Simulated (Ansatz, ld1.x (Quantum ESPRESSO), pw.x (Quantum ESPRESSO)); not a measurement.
## Ru (Z = 44): does the RRKJ potential hold in the solid?

- Element: Ru
- Generator: ld1.x (Quantum ESPRESSO) 7.5
- Type: norm-conserving RRKJ (Kleinman–Bylander form)
- Functional: LDA (PW92)
- Relativity: scalar-relativistic
- Frozen core: [Kr]
- Valence charge: 8
- Reference configuration: 4d7 5s0.5 5p0 (charge +0.5)
- Partial waves: 5s (bound): rc 2.45 bohr; 4d (bound): rc 2.15 bohr; 5p (bound, empty): rc 2.70 bohr
- Local potential: the p channel
- Core correction: none
- rho0: 0.001

Crystal test: sc Ru in pw.x 7.5, no spin, 13³ k-points, Fermi–Dirac smearing 0.01 Ry, cutoffs 50/200 Ry. The reference is all-electron LAPW (Ansatz 0.2.0) with the same functional, mesh and smearing; V0 and B0 come from Birch–Murnaghan fits to the pressures at five volumes. Errors are pseudo minus all-electron; Δ is the rms difference of the E(V) curves that follow from these fits, minima aligned, over ±6 % about the mean V0. Mesh and smearing are coarse, so the numbers serve the comparison and aren't converged zero-temperature values; the lattice is a test structure that the element need not adopt.

All-electron: a0 = 2.466 Å (V0 = 14.99 Å³/atom), B0 = 260.4 GPa.

Q: How far does the potential miss the all-electron equation of state?

A: mean pressure error (GPa): +37.76. The pressure does not cross zero within the volumes sampled, so no fit is given. The largest radius (2.70 bohr) exceeds half the bond length (2.33 bohr), so the spheres overlap, which is one possible source of error among others. This is a poor potential for the solid. Atomic configuration tests: 1 of 9 tests not solved or not reliable.

```tsv
V (Å³/atom)	P all-electron (GPa)	P pseudo (GPa)
14.241	15.09	61.50
14.615	7.02	48.54
14.990	0.02	37.26
15.365	-6.05	27.42
15.739	-11.31	18.85
```

Q: At the middle volume, how do free energy and pressure move when the wave cutoff is lowered (ecutrho kept at four times it)?

A:

| cutoff (Ry) | shift of F (meV/atom) | shift of P (GPa) |
| --- | --- | --- |
| 22 | +6589.1 | -285.21 |
| 30 | +477.2 | -40.72 |
| 40 | +4.0 | +0.06 |

The run at the middle volume (84 k-points, 7 iterations) took about 5.1 s on one core of a shared host (Neoverse-V1, 32 threads, 247 GiB, load 9).
